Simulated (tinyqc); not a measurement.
Worked calculation: G0W0 on RHF in the sto-6g basis, for H2O, spin multiplicity 1. One step of it, computed by the program tinyqc.

Question. Screening: direct RPA. With D = e_a - e_i and K = (ia|jb): diagonalise D^(1/2) (D + 4K) D^(1/2) = Z w^2 Z^T; X + Y = D^(1/2) Z w^(-1/2), each column of Z with its largest component positive (the first on a tie); E_c = (sum w - tr (D + 2K)) / 2.

orbital energies (hartree): MO1 -20.504197, MO2 -1.196236, MO3 -0.556110, MO4 -0.405342, MO5 -0.380398, MO6 0.419051, MO7 0.597649

Two-electron integrals over orbitals (pq|rs), unique and non-zero (hartree):
```
(11|11) 4.763392    (21|11) -0.441494   (21|21) 0.065919    (22|11) 1.037637
(22|21) -0.016801   (22|22) 0.724660    (31|31) 0.010260    (32|31) 0.016095
(32|32) 0.129399    (33|11) 0.747434    (33|21) -0.004290   (33|22) 0.606206
(33|33) 0.584878    (41|11) 0.156068    (41|21) -0.021768   (41|22) 0.011396
(41|33) 0.004592    (41|41) 0.025383    (42|11) -0.143371   (42|21) 0.007886
(42|22) -0.027193   (42|33) 0.003137    (42|41) 0.020269    (42|42) 0.131754
(43|31) -0.001897   (43|32) 0.030073    (43|43) 0.053717    (44|11) 0.959035
(44|21) -0.011145   (44|22) 0.673425    (44|33) 0.563603    (44|41) -0.009648
(44|42) -0.097776   (44|44) 0.720799    (51|51) 0.026657    (52|51) 0.033280
(52|52) 0.151886    (53|53) 0.025610    (54|51) -0.010851   (54|52) -0.040334
(54|54) 0.047462    (55|11) 1.117098    (55|21) -0.011648   (55|22) 0.757897
(55|33) 0.593666    (55|41) 0.003838    (55|42) -0.075338   (55|44) 0.701674
(55|55) 0.880663    (61|11) 0.212211    (61|21) -0.033279   (61|22) 0.004187
(61|33) -0.000060   (61|41) -0.002268   (61|42) -0.020016   (61|44) 0.014738
(61|55) 0.005241    (61|61) 0.026485    (62|11) -0.274864   (62|21) 0.007361
(62|22) -0.129700   (62|33) -0.059498   (62|41) -0.018119   (62|42) -0.033299
(62|44) -0.072110   (62|55) -0.142573   (62|61) 0.007573    (62|62) 0.092232
(63|31) -0.002035   (63|32) 0.045920    (63|43) 0.041332    (63|63) 0.085736
(64|11) -0.257628   (64|21) 0.002664    (64|22) -0.126999   (64|33) -0.044437
(64|41) -0.002826   (64|42) 0.034416    (64|44) -0.130211   (64|55) -0.144160
(64|61) 0.000201    (64|62) 0.064819    (64|64) 0.090112    (65|51) -0.013531
(65|52) -0.052744   (65|54) -0.005628   (65|65) 0.033424    (66|11) 0.750989
(66|21) -0.007313   (66|22) 0.575452    (66|33) 0.538446    (66|41) 0.017429
(66|42) 0.050519    (66|44) 0.532642    (66|55) 0.560977    (66|61) -0.007365
(66|62) -0.082409   (66|64) -0.047285   (66|66) 0.565567    (71|31) 0.014712
(71|32) 0.021975    (71|43) -0.002818   (71|63) -0.002585   (71|71) 0.021123
(72|31) 0.014893    (72|32) 0.057844    (72|43) -0.025560   (72|63) -0.027853
(72|71) 0.020440    (72|72) 0.070301    (73|11) 0.375048    (73|21) -0.006631
(73|22) 0.172823    (73|33) 0.088817    (73|41) -0.000203   (73|42) -0.068977
(73|44) 0.153274    (73|55) 0.205676    (73|61) 0.004959    (73|62) -0.070989
(73|64) -0.095355   (73|66) 0.041170    (73|73) 0.156271    (74|31) -0.007420
(74|32) -0.067369   (74|43) -0.011179   (74|63) -0.056906   (74|71) -0.010536
(74|72) -0.017929   (74|74) 0.066045    (75|53) 0.024066    (75|75) 0.026088
(76|31) -0.007980   (76|32) -0.090045   (76|43) -0.062977   (76|63) -0.077406
(76|71) -0.011047   (76|72) -0.000823   (76|74) 0.058827    (76|76) 0.119525
(77|11) 0.857249    (77|21) -0.009068   (77|22) 0.613718    (77|33) 0.579471
(77|41) 0.003115    (77|42) -0.022789   (77|44) 0.586746    (77|55) 0.616463
(77|61) 0.004137    (77|62) -0.063500   (77|64) -0.053428   (77|66) 0.542765
(77|73) 0.106466    (77|77) 0.602184
```

Give: D^(1/2) (D + 4K) D^(1/2); excitation energies w; X + Y; RPA correlation energy.

Answer.

D^(1/2) (D + 4K) D^(1/2) (hartree^2):
```
         1>6      1>7     2>6     2>7     3>6     3>7     4>6     4>7
1>6  439.999    0.000   0.176   0.000   0.000   0.097   0.003   0.000
1>7    0.000  447.071   0.000   0.503  -0.047   0.000   0.000  -0.194
2>6    0.176    0.000   3.205   0.000   0.000  -0.388   0.299   0.000
2>7    0.000    0.503   0.000   3.722  -0.147   0.000   0.000  -0.096
3>6    0.000   -0.047   0.000  -0.147   1.285   0.000   0.000  -0.225
3>7    0.097    0.000  -0.388   0.000   0.000   2.052  -0.372   0.000
4>6    0.003    0.000   0.299   0.000   0.000  -0.372   0.977   0.000
4>7    0.000   -0.194   0.000  -0.096  -0.225   0.000   0.000   1.271
5>6    0.000    0.000   0.000   0.000   0.000   0.000   0.000   0.000
5>7    0.000    0.000   0.000   0.000   0.000   0.000   0.000   0.000

       5>6    5>7
1>6  0.000  0.000
1>7  0.000  0.000
2>6  0.000  0.000
2>7  0.000  0.000
3>6  0.000  0.000
3>7  0.000  0.000
4>6  0.000  0.000
4>7  0.000  0.000
5>6  0.746  0.000
5>7  0.000  1.059
```

excitation energies w (hartree): 0.864  0.921  1.021  1.029  1.226  1.413  1.841  1.932  20.976  21.144

X + Y:
```
         1       2      3      4       5       6       7       8
1>6  0.000   0.000  0.000  0.000   0.000  -0.001  -0.001   0.000
1>7  0.000   0.000  0.001  0.000  -0.001   0.000   0.000  -0.004
2>6  0.000  -0.102  0.000  0.000   0.000   0.373   0.875   0.000
2>7  0.000   0.000  0.085  0.000   0.021   0.000   0.000   0.961
3>6  0.000   0.000  0.682  0.000   0.637   0.000   0.000  -0.040
3>7  0.000   0.304  0.000  0.000   0.000   0.821  -0.251   0.000
4>6  0.000   0.908  0.000  0.000   0.000  -0.175   0.110   0.000
4>7  0.000   0.000  0.707  0.000  -0.633   0.000   0.000  -0.024
5>6  0.962   0.000  0.000  0.000   0.000   0.000   0.000   0.000
5>7  0.000   0.000  0.000  0.975   0.000   0.000   0.000   0.000

         9     10
1>6  0.999  0.000
1>7  0.000  0.999
2>6  0.000  0.000
2>7  0.000  0.000
3>6  0.000  0.000
3>7  0.000  0.000
4>6  0.000  0.000
4>7  0.000  0.000
5>6  0.000  0.000
5>7  0.000  0.000
```

RPA correlation energy = -0.06859 hartree
